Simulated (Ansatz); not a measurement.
Geometry optimisation, RKS B3LYP-D4/cc-pVDZ (Ansatz).

input.yaml

```yaml
crystal:
  periodic: [false, false, false]
  atoms:
    - { symbol: B, position_ang: [-0.038801, 0.239237, -0.040722] }
    - { symbol: H, position_ang: [-0.103895, 0.376, 1.146298] }
    - { symbol: H, position_ang: [0.989376, 0.037111, -0.619238] }
    - { symbol: Cl, position_ang: [-1.518307, 0.439864, -0.960549] }
    - { symbol: Cl, position_ang: [-0.121878, -2.594419, 1.116815] }
    - { symbol: H, position_ang: [-0.181695, -1.397593, 1.712095] }
basis:
  gaussian: { orbitals: cc-pVDZ }
hamiltonian:
  xc: b3lyp
  dispersion: d4
relax:
  f_tol: 0.03
  max_steps: 50
```

Command:

```bash
$ ansatz run input.yaml --threads 1 --pin off --max-ram 2048MiB --backend cpu --events-out ev --progress --plain --runs-dir out
```

Where does it end, and by what steps?

It converged. The force dipped under the threshold on the way, but the program's further checks kept it going. After 18 steps the energy has fallen by 0.083 eV; H6 moved furthest, 0.92 Å.

```tsv
step	energy less start (eV)	largest force component (eV/Å)	accepted
0	0.0000	0.973	yes
1	-0.0371	0.485	yes
2	-0.0389	0.696	yes
3	-0.0514	0.571	yes
4	-0.0666	0.241	yes
5	-0.0695	0.300	yes
6	-0.0761	0.024	yes
7	-0.0751	0.280	no
8	-0.0767	0.075	yes
9	-0.0767	0.151	no
10	-0.0771	0.045	yes
11	-0.0778	0.062	yes
12	-0.0767	0.226	no
13	-0.0780	0.027	yes
14	-0.0783	0.079	yes
15	-0.0797	0.023	yes
16	-0.0802	0.169	yes
17	-0.0811	0.092	yes
18	-0.0833	0.007	yes
```

```xyz
6
Properties=species:S:1:pos:R:3
B 0.035 0.373 -0.126
H 0.169 0.806 0.984
H 0.945 0.069 -0.844
Cl -1.601 0.297 -0.784
Cl 0.233 -2.372 1.170
H -0.756 -2.073 1.955
```

Whether the end is a true minimum wasn't checked by a vibrational analysis.

Run time: 17 s on 1 thread of AMD EPYC 9R45 96-Core Processor (Zen 5), on a shared host, peak memory 0.14 GiB.
